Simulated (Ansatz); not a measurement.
# Si2PH7: a ladder of functionals and wavefunction methods

An exercise on one series of results from a longer session: the logs are not shown, and one member is left open.

Computed with Ansatz 0.2.0, Gaussian basis. Level: functionals in def2-TZVPP, the program's frozen cores in correlated methods.

Plan: LDA (SPW92), PBE-D4, revPBE-D4, BLYP-D4, r2SCAN-D4, B97M-V, PBE0-D4, B3LYP-D4, r2SCANh-D4, r2SCAN0-D4, HSE06-D4, BHLYP-D4, CAM-B3LYP-D4, LC-ωPBE, ωB97X-V, ωB97M-V, B2PLYP, PBE-QIDH; CCSD(T)/def2-SVP; CCSD(T)/def2-TZVPP; CCSD(T)/def2-QZVPP; extrapolation to the limit; RPA on PBE.

## The relaxed structure

All runs share one geometry, relaxed beforehand with PBE0-D4 in a triple-zeta def2 set.

SMILES `[SiH3]P[SiH3]`, 10 atoms, charge 0, spin multiplicity 1.

Atoms are counted from 1 here; the program's logs count them from 0.

Bond lengths: Si1–P2 2.250 Å, Si1–H4 1.486 Å, Si1–H5 1.487 Å, Si1–H6 1.486 Å, P2–Si3 2.250 Å, P2–H7 1.422 Å, Si3–H8 1.486 Å, Si3–H9 1.486 Å, Si3–H10 1.487 Å. Angles: P2–Si1–H4 108.7°, P2–Si1–H5 113.6°, P2–Si1–H6 107.4°, H4–Si1–H5 109.0°, H4–Si1–H6 109.1°, H5–Si1–H6 108.9°, Si1–P2–Si3 95.8°, Si1–P2–H7 94.6°, Si3–P2–H7 94.6°, P2–Si3–H8 108.7°, P2–Si3–H9 107.4°, P2–Si3–H10 113.6°, H8–Si3–H9 109.1°, H8–Si3–H10 109.0°, H9–Si3–H10 108.9°.

Set-up of the first run:

Input file in.yaml:

```yaml
crystal:
  periodic: [false, false, false]
  atoms:
    - {symbol: Si, position_ang: [-1.293646, 0.738956, -0.772210]}
    - {symbol: P, position_ang: [-0.480899, -1.286939, -0.226869]}
    - {symbol: Si, position_ang: [1.218581, -0.517749, 1.031032]}
    - {symbol: H, position_ang: [-2.304616, 0.573952, -1.848769]}
    - {symbol: H, position_ang: [-0.250310, 1.695041, -1.230141]}
    - {symbol: H, position_ang: [-1.955980, 1.292649, 0.437515]}
    - {symbol: H, position_ang: [0.301302, -1.417242, -1.407677]}
    - {symbol: H, position_ang: [2.134177, -1.647004, 1.338797]}
    - {symbol: H, position_ang: [0.636593, -0.003125, 2.297989]}
    - {symbol: H, position_ang: [1.994807, 0.571461, 0.380323]}
basis:
  gaussian: {orbitals: def2-TZVPP}
hamiltonian: {xc: lda}
output: {orbitals: {seedname: orbitals}}
```

Started as:

```console
ansatz run in.yaml --threads 2 --pin off --events-out ev --progress --plain --max-ram 32768MiB --backend cpu
```

Among the steps run: LDA; PBE-D4 (GGA); revPBE-D4 (GGA); BLYP-D4 (GGA); r2SCAN-D4 (meta-GGA); B97M-V (meta-GGA); PBE0-D4 (hybrid); B3LYP-D4 (hybrid); r2SCANh-D4 (hybrid); r2SCAN0-D4 (hybrid); HSE06-D4 (hybrid); BHLYP-D4 (hybrid); CAM-B3LYP-D4 (range-separated); LC-ωPBE (range-separated); ωB97X-V (range-separated); ωB97M-V (range-separated); B2PLYP (double hybrid); PBE-QIDH (double hybrid).

One table of the session follows, with a row left open; its other results are not shown here.

It belongs to the step «Frontier levels by functional». 

```
  functional  HOMO (eV)  gap (eV)
 LDA (SPW92)      -6.52      5.45
      PBE-D4      -6.45      5.61
   revPBE-D4      -6.41      5.66
     BLYP-D4      -6.28      5.60
   r2SCAN-D4      -6.68      6.15
      B97M-V      -6.86      6.15
     PBE0-D4      -7.51      7.51
    B3LYP-D4      -7.29      7.10
  r2SCANh-D4      -7.07      6.84
  r2SCAN0-D4      -7.67      7.86
    HSE06-D4      -7.12      6.74
    BHLYP-D4          ?         ?
CAM-B3LYP-D4      -8.74      9.70
     LC-ωPBE     -10.06     12.15
     ωB97X-V      -9.74     11.69
     ωB97M-V      -9.57     11.19
```

Estimate the missing values for BHLYP-D4.

Worked estimate for «HOMO (eV)». Against the share of exact exchange, BLYP-D4 (0, -6.28), B3LYP-D4 (0.2, -7.29) give a slope of -5.05 per unit share; at 0.5 the line stands at -8.80.

**Answer.** HOMO (eV): -8.44; gap (eV): 9.28. In «HOMO (eV)» the line misses by -0.36.
